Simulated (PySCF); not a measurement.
How the method changes the constants of N₂⁺

State: ²Σg⁺ (doublet), unpaired electrons σ ↑. Set-up: PySCF, no relativity, basis sets N def2-TZVPPD. De refers to N⁺ + N in their high-spin ground configurations, without counterpoise correction. The functionals are run spin-unrestricted.

| Level | Re (Å) | ωe (cm⁻¹) | De (eV) | CPU s a point (SCF and correlation, without the integrals) |
| --- | --- | --- | --- | --- |
| UHF | 1.083 | 2538 | 3.25 | 0.3 |
| UHF-MP2 | 1.132 | 2099 | 9.27 | 0.47 |
| UHF-SCS-MP2 | 1.129 | 2124 | 9.04 | n/a |
| UHF-CCSD | 1.113 | 2273 | 7.87 | n/a |
| UHF-CCSD(T) | 1.122 | 2196 | 8.41 | 6.5 |
| PBE | 1.114 | 2265 | 9.92 | 0.35 |
| BLYP | 1.116 | 2236 | 9.57 | 0.26 |
| TPSS | 1.113 | 2266 | 9.16 | 0.48 |
| r²SCAN | 1.106 | 2325 | 8.77 | 0.47 |
| M06-L | 1.107 | 2337 | 9.09 | 0.47 |
| PBE0 | 1.102 | 2370 | 8.72 | 0.76 |
| MN15 | 1.106 | 2358 | 8.45 | 0.65 |
| ωB97X-V | 1.104 | 2366 | 8.57 | 2.7 |
| B2PLYP | 1.117 | 2205 | 8.92 | 0.54 |

The bond length runs from 1.083 Å (UHF) to 1.132 Å (UHF-MP2). De spans 3.25 eV (UHF, mean field) to 9.92 eV (PBE, GGA). Correlation at CCSD(T) changes the Hartree–Fock bond energy by +5.16 eV; the triples alone change it by +0.54 eV.

Correlated steps freeze 2 core orbitals. B2PLYP dipoles, levels and charges come from its SCF part alone. The state was picked by a PBE0 search and need not be the measured ground state.

The whole job (state search and all levels along the bond) took about 2.9 min on 1 thread of AMD EPYC 9R45 96-Core (shared host), peak memory 2.1 GiB.
